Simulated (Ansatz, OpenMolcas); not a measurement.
**OpenMolcas → Ansatz**

This OpenMolcas 26.06 job computes BH3 (SMILES [H]B([H])[H]):

mol.xyz:
```
4

B      0.608731     0.993197    -0.007570
H      1.772541     0.962847     0.009110
H      0.053331     2.016577    -0.024820
H     -0.608600    -0.993120     0.004770
```

mol.inp:
```
* BH3 Kohn-Sham DFT
>>> EXPORT MOLCAS_PRINT=2

&gateway
 baslib=$CurrDir
 coord=mol.xyz
 basis=3-21G
 group=NoSym

&seward
 gridinput
 Grid=UltraFine
 End of Grid

&scf
 uhf
 ksdft=PBE
 thresholds=1e-10 1e-07 1e-07 1e-05
 scramble=0.25
 prorbitals=1 1
```

```bash
$ export MOLCAS_MEM=1860
$ pymolcas mol.inp > mol.log
```

(Basis files named in the input come from the Basis Set Exchange and aren't shown.)

The B1–H4 distance was set to 2.330 Å, away from the relaxed value.

It gives a total energy of -26.261008 Eh.

Write the same calculation for Ansatz 0.2.0 as an input file of the program's own.

This input was run:

molecule.yaml:
```yaml
crystal:
  periodic: [false, false, false]
  atoms:
    - {symbol: B, position_ang: [0.608731, 0.993197, -0.007570]}
    - {symbol: H, position_ang: [1.772541, 0.962847, 0.009110]}
    - {symbol: H, position_ang: [0.053331, 2.016577, -0.024820]}
    - {symbol: H, position_ang: [-0.608600, -0.993120, 0.004770]}
basis:
  gaussian: {orbitals: 3-21G.json}
magnetization: {spin_polarized: true}
hamiltonian: {xc: {name: PBE}}
accuracy: high
```

```bash
$ ansatz run molecule.yaml --threads 1 --pin off --max-ram 2610MiB --events-out events.jsonl --progress --plain --runs-dir runs
```

(Basis files named in the input come from the Basis Set Exchange and aren't shown.)

Its energy is -26.261008 Eh, 0.000 mEh from the first.
